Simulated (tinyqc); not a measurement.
Inside a calculation (part 2 of 2). Method: RHF in the sto-6g basis, for BH3, spin multiplicity 1. Computed by tinyqc, a small Python program that keeps every step (integrals from PySCF). Command: `OMP_NUM_THREADS=1 python tinyqc.py 28838 28839 out.jsonl` (the two numbers bound the seeds that draw the settings). One thread of a shared host (Intel(R) Xeon(R) Processor @ 2.60GHz), about 0.2 s of CPU time with the checks.

Geometry (angstrom):
```
atom          x          y         z
B      0.000000   0.000000  0.026000
H      1.527000   0.000000  0.000000
H     -0.764000   1.322000  0.000000
H     -0.764000  -1.322000  0.000000
```

## Iteration 1: diagonalisation and new density

Fock matrix F (hartree), lower triangle:
```
            1B 1s      1B 2s     1B 2px     1B 2py     1B 2pz      2H 1s      3H 1s      4H 1s
1B 1s   -9.946090
1B 2s   -2.463733  -1.505194
1B 2px  -0.000008  -0.000036  -0.705350
1B 2py   0.000000   0.000000   0.000000  -0.705362
1B 2pz   0.001058  -0.006481  -0.000003   0.000000  -1.138937
2H 1s   -0.300065  -0.357568  -0.270173   0.000000   0.004462  -0.328263
3H 1s   -0.300142  -0.357617   0.135181  -0.233928   0.004464  -0.050043  -0.328258
4H 1s   -0.300142  -0.357617   0.135181   0.233928   0.004464  -0.050043  -0.050104  -0.328258
```

X, lower triangle:
```
            1B 1s      1B 2s     1B 2px     1B 2py    1B 2pz      2H 1s      3H 1s     4H 1s
1B 1s    1.030467
1B 2s   -0.157296   1.173849
1B 2px   0.000007  -0.000060   1.091124
1B 2py   0.000000   0.000000   0.000000   1.091046
1B 2pz   0.000350  -0.002748   0.000001   0.000000  1.000052
2H 1s    0.020440  -0.190697  -0.216691   0.000000  0.003605   1.107670
3H 1s    0.020444  -0.190745   0.108446  -0.187635  0.003606  -0.007654   1.107704
4H 1s    0.020444  -0.190745   0.108446   0.187635  0.003606  -0.007654  -0.007622  1.107704
```

Diagonalise F' = X^T F X, C = X C', fill 4 alpha and 4 beta electrons from the bottom; D = 2 C_occ C_occ^T. Each column has its largest component positive (the first on a tie).

F' = X^T F X (hartree), lower triangle:
```
           1          2          3          4          5          6          7          8
1  -9.831513
2  -1.024136  -1.030664
3  -0.000002  -0.000058  -0.667625
4   0.000000   0.000000   0.000000  -0.667678
5   0.002083  -0.007522  -0.000003   0.000000  -1.138928
6  -0.044656  -0.117329  -0.113798   0.000000   0.001413  -0.207721
7  -0.044679  -0.117362   0.056943  -0.098521   0.001413  -0.007859  -0.207686
8  -0.044679  -0.117362   0.056943   0.098521   0.001413  -0.007859  -0.007828  -0.207686
```

orbital energies (hartree): MO1 -9.950148, MO2 -1.139213, MO3 -0.963108, MO4 -0.706030, MO5 -0.706020, MO6 -0.172031, MO7 -0.161506, MO8 -0.161444

coefficients C:
```
              MO1        MO2        MO3        MO4        MO5        MO6        MO7        MO8
1B 1s    1.006046  -0.009997  -0.258679   0.000000   0.000034   0.093360   0.000000  -0.000466
1B 2s   -0.025489   0.041344   1.061803   0.000000  -0.000141  -0.618069   0.000000   0.003103
1B 2px   0.000003   0.000011   0.000130   0.000000   0.981465  -0.002438   0.000000  -0.545663
1B 2py   0.000000   0.000000   0.000000   0.981499   0.000000   0.000000  -0.545393   0.000000
1B 2pz  -0.000042   0.999211  -0.040016   0.000000  -0.000005   0.011189   0.000000  -0.000055
2H 1s    0.004996  -0.000358  -0.026568   0.000000   0.032833   0.663207   0.000000   0.932282
3H 1s    0.004998  -0.000357  -0.026565   0.028394  -0.016417   0.656407   0.810171  -0.471013
4H 1s    0.004998  -0.000357  -0.026565  -0.028394  -0.016417   0.656407  -0.810171  -0.471013
```

D after iteration 1, lower triangle:
```
            1B 1s      1B 2s     1B 2px     1B 2py    1B 2pz     2H 1s      3H 1s     4H 1s
1B 1s    2.158285
1B 2s   -0.601445   2.259569
1B 2px  -0.000062   0.000277   0.000000
1B 2py   0.000000   0.000000   0.000000   1.926682
1B 2pz   0.000639  -0.002353   0.000011   0.000000  2.000050
2H 1s    0.023805  -0.056704  -0.000007   0.000000  0.001410  0.001462
3H 1s    0.023807  -0.056698  -0.000007   0.055738  0.001412  0.001462   0.003074
4H 1s    0.023807  -0.056698  -0.000007  -0.055738  0.001412  0.001462  -0.000151  0.003074
```

Within a degenerate level the vectors are fixed only up to a rotation; this is one choice.

## Iteration 2: building the Fock matrix

core Hamiltonian H = T + V (hartree), lower triangle:
```
             1B 1s      1B 2s     1B 2px     1B 2py     1B 2pz      2H 1s      3H 1s      4H 1s
1B 1s   -13.484020
1B 2s    -3.353435  -4.405569
1B 2px    0.000010   0.000094  -3.691220
1B 2py    0.000000   0.000000   0.000000  -3.691126
1B 2pz    0.000606   0.005609  -0.000001   0.000000  -3.582234
2H 1s    -0.410205  -1.203489  -1.219138   0.000000   0.021473  -2.597455
3H 1s    -0.410313  -1.203722   0.610134  -1.055718   0.021478  -0.154170  -2.597662
4H 1s    -0.410313  -1.203722   0.610134   1.055718   0.021478  -0.154170  -0.154428  -2.597662
```

nuclear repulsion = 5.79797728 hartree

Given earlier and not repeated: Two-electron integrals (ij|kl) in chemists' order.

J_ij = sum D_kl (ij|kl), K_ij = sum D_kl (ik|jl); F = H + J - 0.5 K; E = tr D H + tr D J / 2 - 0.25 tr D K + E_nn.

Coulomb J (hartree), lower triangle:
```
            1B 1s      1B 2s     1B 2px     1B 2py     1B 2pz     2H 1s     3H 1s     4H 1s
1B 1s   10.320536
1B 2s    2.083101   4.735216
1B 2px  -0.000421  -0.003025   4.650772
1B 2py   0.000000   0.000000   0.000000   4.776136
1B 2pz  -0.000071  -0.000292   0.000022   0.000000   4.778730
2H 1s    0.255371   1.168602   1.216185   0.000000  -0.021150  2.619049
3H 1s    0.256022   1.189962  -0.619669   1.090948  -0.021509  0.141846  2.712347
4H 1s    0.256022   1.189962  -0.619669  -1.090948  -0.021509  0.141846  0.141677  2.712347
```

exchange K (hartree), lower triangle:
```
            1B 1s      1B 2s     1B 2px     1B 2py     1B 2pz     2H 1s     3H 1s     4H 1s
1B 1s    6.046989
1B 2s    1.081099   1.656313
1B 2px  -0.000217  -0.001956   0.395637
1B 2py   0.000000   0.000000   0.000000   1.496205
1B 2pz   0.000003  -0.000368   0.000026   0.000000   1.510715
2H 1s    0.139176   0.361638   0.084638   0.000000  -0.006302  0.123765
3H 1s    0.145997   0.411503  -0.053489   0.362830  -0.006673  0.083019  0.268625
4H 1s    0.145997   0.411503  -0.053489  -0.362830  -0.006673  0.083019  0.022997  0.268625
```

Fock matrix F (hartree), lower triangle:
```
            1B 1s      1B 2s     1B 2px     1B 2py    1B 2pz      2H 1s      3H 1s      4H 1s
1B 1s   -6.186978
1B 2s   -1.810884  -0.498509
1B 2px  -0.000302  -0.001953   0.761734
1B 2py   0.000000   0.000000   0.000000   0.336907
1B 2pz   0.000533   0.005502   0.000007   0.000000  0.441139
2H 1s   -0.224422  -0.215705  -0.045272   0.000000  0.003474  -0.040289
3H 1s   -0.227289  -0.219511   0.017209  -0.146184  0.003306  -0.053834  -0.019627
4H 1s   -0.227289  -0.219511   0.017209   0.146184  0.003306  -0.053834  -0.024249  -0.019627
```

total energy of this density = -24.18482241 hartree

## Iteration 2: DIIS over 2 matrices

error matrix X^T (FDS - SDF) X:
```
           1          2         3          4          5          6          7          8
1   0.000000   0.058902  0.000979   0.000000  -0.000936  -0.161831  -0.157428  -0.157428
2  -0.058902   0.000000  0.005592   0.000000  -0.001394   0.366449   0.378047   0.378047
3  -0.000979  -0.005592  0.000000   0.000000  -0.000052  -0.000770  -0.000768  -0.000768
4   0.000000   0.000000  0.000000   0.000000   0.000000   0.000000   0.577131  -0.577131
5   0.000936   0.001394  0.000052   0.000000   0.000000  -0.009902  -0.009608  -0.009608
6   0.161831  -0.366449  0.000770   0.000000   0.009902   0.000000   0.001694   0.001694
7   0.157428  -0.378047  0.000768  -0.577131   0.009608  -0.001694   0.000000   0.000000
8   0.157428  -0.378047  0.000768   0.577131   0.009608  -0.001694   0.000000   0.000000
```

B (overlaps of the stored error matrices):
```
                1               2
1   1.6974768e-01  -4.9112915e-01
2  -4.9112915e-01   2.3316710e+00
```

Minimise |sum c_i e_i|^2 with sum c_i = 1: solve [B -1; -1 0][c; lambda] = [0; -1] with B_ij = tr e_i^T e_j, and take F = sum c_i F_i.

DIIS coefficients: 0.810293  0.189707

extrapolated F (hartree), lower triangle:
```
            1B 1s      1B 2s     1B 2px     1B 2py     1B 2pz      2H 1s      3H 1s      4H 1s
1B 1s   -9.232961
1B 2s   -2.339883  -1.314219
1B 2px  -0.000064  -0.000400  -0.427035
1B 2py   0.000000   0.000000   0.000000  -0.507636
1B 2pz   0.000958  -0.004208  -0.000001   0.000000  -0.839186
2H 1s   -0.285715  -0.330656  -0.227507   0.000000   0.004275  -0.273632
3H 1s   -0.286322  -0.331417   0.112801  -0.217282   0.004244  -0.050762  -0.269709
4H 1s   -0.286322  -0.331417   0.112801   0.217282   0.004244  -0.050762  -0.045199  -0.269709
```

## Iteration 2: diagonalisation and new density

As before.

F' = X^T F X (hartree), lower triangle:
```
           1          2          3          4          5          6          7          8
1  -9.108359
2  -1.026913  -0.822115
3  -0.000097  -0.000660  -0.362918
4   0.000000   0.000000   0.000000  -0.442163
5   0.001817  -0.005865  -0.000006   0.000000  -0.839161
6  -0.036207  -0.131948  -0.137900   0.000000   0.002027  -0.152550
7  -0.036510  -0.134869   0.069061  -0.128797   0.002030  -0.009872  -0.142058
8  -0.036510  -0.134869   0.069061   0.128797   0.002030  -0.009872  -0.008920  -0.142058
```

orbital energies (hartree): MO1 -9.234635, MO2 -0.839523, MO3 -0.777129, MO4 -0.526505, MO5 -0.453652, MO6 -0.083795, MO7 -0.048795, MO8 -0.047347

coefficients C:
```
              MO1        MO2        MO3        MO4        MO5        MO6        MO7        MO8
1B 1s    1.004042  -0.018798  -0.255080   0.000000   0.001071   0.118398   0.000000  -0.017876
1B 2s   -0.016881   0.074430   0.997948   0.000000  -0.005813  -0.706180   0.000000   0.106560
1B 2px   0.000035   0.000103   0.001413   0.000000   0.835699  -0.116423   0.000000  -0.740999
1B 2py   0.000000   0.000000   0.000000   0.878558   0.000000   0.000000  -0.699235   0.000000
1B 2pz  -0.000058   0.997343  -0.072550   0.000000   0.000133   0.013748   0.000000  -0.002015
2H 1s    0.003388   0.001369   0.034268   0.000000   0.244257   0.783363   0.000000   0.797680
3H 1s    0.003464   0.001492   0.034943   0.161114  -0.115505   0.584880   0.794497  -0.545034
4H 1s    0.003464   0.001492   0.034943  -0.161114  -0.115505   0.584880  -0.794497  -0.545034
```

D after iteration 2, lower triangle:
```
            1B 1s     1B 2s    1B 2px     1B 2py     1B 2pz     2H 1s      3H 1s     4H 1s
1B 1s    2.147040
1B 2s   -0.545811  2.003451
1B 2px  -0.000654  0.002835  0.000004
1B 2py   0.000000  0.000000  0.000000   1.543728
1B 2pz  -0.000600  0.003664  0.000000   0.000000   1.999914
2H 1s   -0.010730  0.068485  0.000097   0.000000  -0.002242  0.002375
3H 1s   -0.010926  0.069849  0.000099   0.283096  -0.002094  0.002422   0.054386
4H 1s   -0.010926  0.069849  0.000099  -0.283096  -0.002094  0.002422  -0.049445  0.054386
```

## Iteration 14 (converged): orbitals

converged F (hartree), lower triangle:
```
            1B 1s      1B 2s     1B 2px     1B 2py    1B 2pz      2H 1s      3H 1s      4H 1s
1B 1s   -7.548254
1B 2s   -2.113605  -0.967958
1B 2px  -0.000001   0.000030  -0.064057
1B 2py   0.000000   0.000000   0.000000  -0.063980
1B 2pz  -0.000393   0.002541   0.000000   0.000000  0.237514
2H 1s   -0.261399  -0.375107  -0.324775   0.000000  0.003647  -0.246526
3H 1s   -0.261467  -0.375139   0.162485  -0.281232  0.003647  -0.048347  -0.246532
4H 1s   -0.261467  -0.375139   0.162485   0.281232  0.003647  -0.048347  -0.048434  -0.246532
```

As before.

F' = X^T F X (hartree), lower triangle:
```
           1          2          3          4         5          6          7          8
1  -7.380220
2  -1.106810  -0.320621
3   0.000011  -0.000061   0.140252
4   0.000000   0.000000   0.000000   0.140185
5   0.000170  -0.002087   0.000001   0.000000  0.237606
6   0.000717  -0.275597  -0.355070   0.000000  0.004436  -0.024131
7   0.000701  -0.275631   0.177653  -0.307472  0.004437  -0.008614  -0.024083
8   0.000701  -0.275631   0.177653   0.307472  0.004437  -0.008614  -0.008572  -0.024083
```

orbital energies (hartree): MO1 -7.550353, MO2 -0.571185, MO3 -0.379499, MO4 -0.379408, MO5 0.237264, MO6 0.379741, MO7 0.504081, MO8 0.504263

coefficients C:
```
              MO1        MO2        MO3        MO4        MO5        MO6        MO7        MO8
1B 1s    0.994895  -0.215859  -0.000036   0.000000  -0.011971  -0.226504   0.000000   0.000255
1B 2s    0.019748   0.664892   0.000138   0.000000   0.051980   1.032777   0.000000  -0.001217
1B 2px  -0.000001  -0.000060   0.496680   0.000000   0.000014   0.000978   0.000000   1.007142
1B 2py   0.000000   0.000000   0.000000   0.496717   0.000000   0.000000   1.007009   0.000000
1B 2pz  -0.000003  -0.002305  -0.000001   0.000000   0.998469  -0.056605   0.000000   0.000045
2H 1s   -0.002783   0.276093   0.559287   0.000000  -0.025197  -0.598937   0.000000  -0.749936
3H 1s   -0.002784   0.276132  -0.279618   0.484387  -0.025173  -0.597662  -0.650040   0.376094
4H 1s   -0.002784   0.276132  -0.279618  -0.484387  -0.025173  -0.597662   0.650040   0.376094
```

D after iteration 14, lower triangle:
```
            1B 1s      1B 2s     1B 2px     1B 2py     1B 2pz      2H 1s      3H 1s     4H 1s
1B 1s    2.072823
1B 2s   -0.247752   0.884943
1B 2px  -0.000011   0.000058   0.493383
1B 2py   0.000000   0.000000   0.000000   0.493456
1B 2pz   0.000990  -0.003065  -0.000001   0.000000   0.000011
2H 1s   -0.124772   0.367188   0.555541   0.000000  -0.001274   0.778074
3H 1s   -0.124731   0.367009  -0.277795   0.481207  -0.001272  -0.160282   0.778148
4H 1s   -0.124731   0.367009  -0.277795  -0.481207  -0.001272  -0.160282  -0.160376  0.778148
```

## Convergence

Stop when the energy changes by less than 1e-09 hartree and every element of the error matrix X^T (F D S - S D F) X is below 9e-06.

Course of the cycle:
```
iteration   E (hartree)     change  largest element of the error matrix
1           -6.65522883          -                             1.47e-01
2          -24.18482241  -1.75e+01                             5.77e-01
3          -24.58306326  -3.98e-01                             5.71e-01
4          -24.57813361   4.93e-03                             5.71e-01
5          -25.45777334  -8.80e-01                             1.31e-01
6          -25.97176488  -5.14e-01                             3.14e-01
7          -26.09482947  -1.23e-01                             2.01e-01
8          -26.15528697  -6.05e-02                             4.20e-02
9          -26.15926429  -3.98e-03                             2.19e-03
10         -26.15929673  -3.24e-05                             9.87e-04
11         -26.15930025  -3.53e-06                             4.77e-04
12         -26.15930129  -1.04e-06                             4.71e-05
13         -26.15930131  -1.31e-08                             1.10e-05
14         -26.15930131  -5.66e-10                             2.72e-06
```

PySCF RHF in the same basis = -26.15930131 hartree

Converged in 14 iterations.

## Populations, bond orders and dipole

overlap S, lower triangle:
```
           1B 1s     1B 2s     1B 2px     1B 2py     1B 2pz     2H 1s     3H 1s     4H 1s
1B 1s   1.000000
1B 2s   0.264891  1.000000
1B 2px  0.000000  0.000000   1.000000
1B 2py  0.000000  0.000000   0.000000   1.000000
1B 2pz  0.000000  0.000000   0.000000   0.000000   1.000000
2H 1s   0.032172  0.319060   0.363747   0.000000  -0.006193  1.000000
3H 1s   0.032180  0.319107  -0.182028   0.314975  -0.006195  0.040683  1.000000
4H 1s   0.032180  0.319107  -0.182028  -0.314975  -0.006195  0.040683  0.040758  1.000000
```

Mulliken: Z minus the diagonal of D S on the atom; Loewdin: the same with S^(1/2) D S^(1/2); Mayer order: 2 sum_s sum (D(s) S)_ij (D(s) S)_ji over the two atoms.

Charges (e):
```
atom   Mulliken    Loewdin
1B     0.240927   0.236306
2H    -0.080258  -0.078719
3H    -0.080335  -0.078794
4H    -0.080335  -0.078794
```

Mayer bond orders:
```
pair     order
2-1   0.963246
3-1   0.963243
3-2   0.015156
4-1   0.963243
4-2   0.015156
4-3   0.015147
```

dipole moment about the origin, x y z (debye): 0.001008  0.000000  0.062479
